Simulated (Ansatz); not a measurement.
A made-up structure of CH2BSi, doublet:

```xyz
5
angstrom
B -0.1604 -0.9852 0.8593
Si 1.4996 -0.1615 0.5501
C -0.3880 0.0501 -0.1498
H -1.3144 0.3304 -0.6526
H 2.9187 -0.1465 0.5011
```

It is relaxed with PBE-D4/def2-SVP and then PBE0-D4/def2-TZVP (Ansatz 0.2.0). Atoms count as bonded within 1.22 times the sum of their covalent radii (H–H: 0.88 Å). The end point is not checked to be a true minimum.

Question: Does its bonding change? (A judgement: the text doesn't fix the answer.)

Answer: By the calculation: No: no bond forms or breaks.

Where it ends: The first stage lowers the energy by 1.15 eV in 12 steps. It ends as CH₂BSi ([B]1[CH][SiH]1):
B1  (-0.406, -1.098, 1.021)
Si2  (1.367, -0.457, 0.658)
C3  (-0.232, -0.089, -0.005)
H4  (-0.773, 0.510, -0.726)
H5  (2.599, 0.222, 0.161)
(Å)

Labels in which every atom is bracketed show which atoms are joined, not bond orders.

For scale, one of the runs: PBE0-D4/def2-TZVP relaxation, 111 basis functions, launched by `ansatz run in.yaml --threads 2 --pin off --events-out ev --progress --plain --max-ram 4352MiB`. The run took about 14 s on 2 CPU threads of an Intel Xeon 6975P-C (shared host).
